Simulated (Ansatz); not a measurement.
Cartesian coordinates (Å):
SMILES: N
```xyz
4

N     -0.0041    -0.0036     0.3060
H      0.8932    -0.2885    -0.0935
H     -0.6953    -0.6263    -0.1188
H     -0.1938     0.9184    -0.0937
```
Charge 0, multiplicity 1.

Level of theory: frozen-core CCSD(T)/def2-TZVPP // B3LYP-D3(BJ)/def2-SVP in Ansatz (a quantum-chemistry and plane-wave program).

* **HF energy**: -56.21992 Ha
* **MP2 correlation energy**: -0.23557 Ha

**Question.** Estimate the CCSD correlation energy, the (T) correction, the total energy and the T1 diagnostic.

**Answer.** 
```json
{
 "CCSD correlation energy": "-0.24812 Ha",
 "(T) correction": "-0.00774 Ha",
 "CCSD(T) total energy": "-56.47578 Ha",
 "T1 diagnostic": "0.007"
}
```
